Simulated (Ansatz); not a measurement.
I need a test of scalar relativity of Al₂. Use Ansatz's Python interface. Use (for the species named): Hartree-Fock, cc-pVTZ basis, multiplicity 3.

```tsv
atom	x (Å)	y (Å)	z (Å)
Al	0.0000	0.0000	0.0000
Al	0.0000	0.0000	2.3900
```

`al2_x2c.py`
```python
import ansatz
import numpy as np


def main() -> None:
    geometry = (
        ansatz.Crystal.molecule()
        .atom("Al", (0.0, 0.0, 0.0))
        .atom("Al", (0.0, 0.0, 2.39))
    )

    job = geometry.calculation()
    job = job.functional("hf")
    job = job.spin("collinear", total=2)
    job = job.forces()
    sets = {"none": "cc-pVTZ", "scalar": "cc-pVTZ-DK"}
    found = {kind: job.basis(gaussian=basis).pseudopotentials(relativity=kind).run(threads=1).report for kind, basis in sets.items()}
    for kind, each in found.items():
        dipole = 4.803205 * np.linalg.norm(each["charge_distribution"]["dipole_moment_e_ang"])
        print(f"{kind:7s} E = {each['free_energy_ev']:.4f} eV  dipole {dipole:.3f} D  largest force component {np.abs(each['forces_ev_ang']).max():.4f} eV/A")
    print(f"relativity lowers the total energy by {found['none']['free_energy_ev'] - found['scalar']['free_energy_ev']:.3f} eV")


if __name__ == "__main__":
    main()
```

```console
$ python al2_x2c.py
none    E = -13164.1890 eV  dipole 1.165 D  largest force component 1.3287 eV/A
scalar  E = -13187.8810 eV  dipole 1.175 D  largest force component 1.3727 eV/A
relativity lowers the total energy by 23.692 eV
```

The total moves by -23.7 eV, nearly all in the cores, and the dipole from 1.16 to 1.18 D.

Total energies depend on the basis set; only differences at equal settings carry meaning. The geometry is a force-field or estimated start, not a minimum of this method. The basis set changes with the Hamiltonian (a set recontracted for scalar relativity), and most of the change in the total lies in the cores. The run takes the species as open-shell (spin multiplicity 3), which needn't be its ground state. The expectation value of S² is noticeably off S(S+1) in at least one run, so that state is spin-contaminated. The spin state was assumed, and another may lie lower. Run time: 7.6 s on 1 thread of Arm Neoverse V2 (shared host), peak memory 0.18 GiB.
